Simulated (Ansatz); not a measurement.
in.yaml

```yaml
crystal:
  periodic: [false, false, false]
  atoms:
    - {symbol: Al, position_ang: [0.000000, 0.110749, 2.406469]}
    - {symbol: Mg, position_ang: [0.000000, -0.002788, -2.900028]}
    - {symbol: H, position_ang: [0.000000, -0.644954, 5.438133]}
    - {symbol: H, position_ang: [0.000000, -2.252456, 0.073056]}
basis:
  gaussian: {orbitals: 6-31G, fitting: {mean_field: def2-universal-jkfit}}
magnetization: {spin_polarized: false, initial_magnetization: 3}
correlation: {method: ccsd, electrons: valence}
scf: {omitted_lower_state_checks: [cluster_reference]}
```

```sh
$ ansatz run in.yaml --threads 1 --pin off --events-out ev --progress --plain --max-ram 2393MiB
```

Log:

```
these checks for a lower state are left out or cut short: cluster_reference
276 factors; integrals over basis functions are off by at most 1.7e-1 eV
mean field evaluation 1: about -12037.9275 eV, gradient 6.2e0 eV
mean field evaluation 2: about -12039.1708 eV, gradient 4.8e0 eV
mean field evaluation 4: about -12039.4509 eV, gradient 2.3e0 eV
mean field evaluation 8: about -12039.5445 eV, gradient 2.3e-3 eV
mean field evaluation 16: about -12036.6829 eV, gradient 5.8e0 eV
mean field evaluation 32: about -12039.4840 eV, gradient 2.5e-1 eV
mean field evaluation 64: about -12039.4214 eV, gradient 7.6e-4 eV
mean field -12039.54453297 eV, -442.4451008902 hartree, gradient 1.4e-6 eV, S^2 3.750000; 11 other end points of the search recorded, 0 dependent functions left out
6 core orbitals not correlated, not the lowest: weight in the atoms' cores, before any rotation towards them, 1.000 or more for the frozen orbitals, at most 0.000 for the correlated occupied ones
reference -12039.54453297 eV, -442.4451008902 hartree; 9, 6 occupied and 15, 18 virtual orbitals, 276 factors
second order -1.05701466 eV of doubles, -0.00598836 eV of singles
cycle   1  -1.47146718 eV  change   -4.1e-1 eV  update   9.1e-2
cycle   2  -1.78108300 eV  change   -3.1e-1 eV  update   4.2e-2
cycle   3  -1.77631325 eV  change    4.8e-3 eV  update   5.8e-3
cycle   4  -1.78225716 eV  change   -5.9e-3 eV  update   3.6e-3
cycle   5  -1.78393231 eV  change   -1.7e-3 eV  update   2.8e-3
cycle   6  -1.78247263 eV  change    1.5e-3 eV  update   1.5e-3
cycle   7  -1.78350411 eV  change   -1.0e-3 eV  update   8.0e-4
cycle   8  -1.78466640 eV  change   -1.2e-3 eV  update   4.7e-4
cycle   9  -1.78403669 eV  change    6.3e-4 eV  update   2.4e-4
cycle  10  -1.78408635 eV  change   -5.0e-5 eV  update   1.1e-4
cycle  11  -1.78405558 eV  change    3.1e-5 eV  update   6.2e-5
cycle  12  -1.78409068 eV  change   -3.5e-5 eV  update   3.7e-5
cycle  13  -1.78408966 eV  change    1.0e-6 eV  update   2.5e-5
cycle  14  -1.78407354 eV  change    1.6e-5 eV  update   1.5e-5
Total energy: -12041.32860651 eV, -442.5106643836 hartree
Checks for a lower state left out: cluster_reference
```

Ran on 1 thread of AMD EPYC 7B13, shared host: 0.88 s wall, 0.15 GiB peak host memory.
